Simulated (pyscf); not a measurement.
Optimised with ωB97X-D3(BJ)/def2-SVP in PySCF.

Estimate the classical barrier height and the reaction energy of H₂N–Sn(OH)(Cl)–Cl + hydrogen chloride (HCl) → HO–Sn(Cl)(Cl)–Cl + ammonia (NH₃) at ωB97M-D3(BJ)/def2-TZVP. The step runs on the singlet surface, breaks N–Sn, Cl–H and forms Cl–Sn, H–N; take the separated reactants as zero.

ΔE‡ = -0.7 kcal/mol, ΔE = -17.4 kcal/mol. Zero-point energy shifts the barrier by +1.1 kcal/mol. It is a four-centre exchange, with an imaginary mode of 289i cm⁻¹. On the reactant side the descent ends in a complex, 6.0 kcal/mol under the separated species and 2.9 kcal/mol under the saddle at ωB97X-D3(BJ)/def2-TZVP. On the product side the descent ends in an adduct with a N–Sn contact (not fully relaxed), 22.4 kcal/mol under the separated species and 38.6 kcal/mol under the saddle at ωB97X-D3(BJ)/def2-TZVP. At ωB97M-D3(BJ) the saddle lies under the separated reactants, which points to a path from their complex (located at ωB97X-D3(BJ) alone). What is counted as broken (N–Sn) persists as a longer contact in the product adduct; parting that adduct is a step of its own. At ωB97X-D3(BJ)/def2-TZVP the barrier from the zero used here is -3.1 kcal/mol. One saddle was located; it need not be the lowest between these sides. Elements past Kr carry the def2 core potentials, without spin-orbit coupling.
